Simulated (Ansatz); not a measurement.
# H2OSSi (SMILES O[SiH]=S): functionals against CCSD(T) at one geometry

One table from this session's results is given with a row withheld; the runs are named, their logs left out.

Method: single points in def2-TZVPP; program: Ansatz 0.2.0, Gaussian basis.

Correlated methods freeze the cores.

## The starting structure

SMILES `O[SiH]=S`, 5 atoms, charge 0, spin multiplicity 1.

Atoms are counted from 1 here; the program's logs count them from 0.

Bond lengths: O1–Si2 1.618 Å, O1–H4 0.952 Å, Si2–S3 1.986 Å, Si2–H5 1.460 Å. Angles: Si2–O1–H4 128.2°, O1–Si2–S3 123.4°, O1–Si2–H5 108.0°, S3–Si2–H5 128.6°.

Coordinates:

```mol
H2OSSi
  3D, bonds by distance, orders not assigned

  5  4  0  0  0  0  0  0  0  0999 V2000
   -0.4537   -0.0644   -1.0702 O   0  0
    0.2364    0.1395    0.3790 Si  0  0
    1.5061    1.6109    0.7895 S   0  0
   -1.0552   -0.7490   -1.3439 H   0  0
   -0.2216   -0.9380    1.2518 H   0  0
  1  2  8  0
  1  4  8  0
  2  3  8  0
  2  5  8  0
M  END
```

Set-up of the first run:

run/in.yaml

```yaml
crystal:
  periodic: [false, false, false]
  atoms:
    - {symbol: O, position_ang: [-0.453700, -0.064400, -1.070200]}
    - {symbol: Si, position_ang: [0.236400, 0.139500, 0.379000]}
    - {symbol: S, position_ang: [1.506100, 1.610900, 0.789500]}
    - {symbol: H, position_ang: [-1.055200, -0.749000, -1.343900]}
    - {symbol: H, position_ang: [-0.221600, -0.938000, 1.251800]}
basis:
  gaussian: {orbitals: def2-TZVPP}
correlation: {method: ccsd_t}
output: {forces: true}
```

The command line of these runs was not kept.

Steps of the session up to this table: CCSD(T)/def2-TZVPP; PBE0-D4/def2-TZVPP; wB97M-V/def2-TZVPP; r2SCAN-D4/def2-TZVPP; PBE-D4/def2-TZVPP; SPW92/def2-TZVPP; BLYP-D4/def2-TZVPP.

One of the session's tables, all rows but one given; the rest of the session is left out.

```
   method  RMS force component (eV/Å)  angle to CCSD(T) forces (°)  dipole (D)
  CCSD(T)                       0.540                    reference        4.44
  PBE0-D4                       0.631                          8.7        4.56
  wB97M-V                       0.650                          8.0        4.65
r2SCAN-D4                           ?                            ?           ?
   PBE-D4                       0.605                         19.8        4.28
    SPW92                       0.725                         22.7        4.33
  BLYP-D4                       0.553                         25.9        4.25
```

Estimate the missing values for r2SCAN-D4.

The run gave: RMS force component (eV/Å): 0.605; angle to CCSD(T) forces (°): 6.1; dipole (D): 4.51.
